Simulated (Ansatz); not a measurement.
## [SiH3]− (SMILES [H][Si-]([H])[H]): methods side by side

[SiH3]− has 4 atoms, charge -1, and is taken as a singlet. As SMILES, `[H][Si-]([H])[H]`. Geometry: relaxed at GFN1-xTB.

```
atom    x (Å)    y (Å)    z (Å)
  Si   0.0000   0.0000   0.0000
   H   0.8568  -0.0338   0.0280
   H  -0.3997   0.7591   0.0039
   H  -0.4571  -0.7253  -0.0319
```

Each level gives the energy change with the Si1–H2 bond stretched from 0.858 to 2.145 Å (eV). The values are calculated.

| level | kind | program | value (eV) | less FCI/3-21G | CPU time (all runs) |
| --- | --- | --- | --- | --- | --- |
| HF/3-21G (restricted) | Hartree–Fock | Ansatz | -9.66 | +0.21 | 0.14 s |
| revPBE/3-21G (restricted) | GGA | Ansatz | -9.85 | +0.02 | 1.1 s |
| PBE0/3-21G (restricted) | global hybrid | Ansatz | -9.64 | +0.23 | 1.1 s |
| wB97M-V/3-21G (restricted) | range-separated hybrid | Ansatz | -9.54 | +0.33 | 13 s |
| B2PLYP/3-21G (restricted) | double hybrid | Ansatz | -9.57 | +0.30 | 1.6 s |
| RPA@PBE/3-21G (restricted) | RPA | Ansatz | -9.99 | -0.12 | 1.6 s |
| MP2/3-21G (restricted) | perturbation theory | Ansatz | -9.70 | +0.17 | 0.16 s |
| BCCD(T)/3-21G (restricted) | coupled cluster or CI | Ansatz | -9.86 | +0.01 | 0.38 s |
| FCI/3-21G | exact in the basis | Ansatz | -9.87 | 0.00 | 2.4 s |

FCI/3-21G is exact within its basis and frozen core, so for wave-function methods in that basis the difference is their error; functionals converge differently with the basis, so for them it is only a difference. Sets without diffuse functions describe the anion poorly. The first shape isn't each level's own minimum. The values span -9.99 to -9.54 eV. All rows use very small basis sets, so even the best lies far from the true value. Times are those of the runs behind each value, whatever else they computed, on shared processors of several kinds: orders of magnitude only.
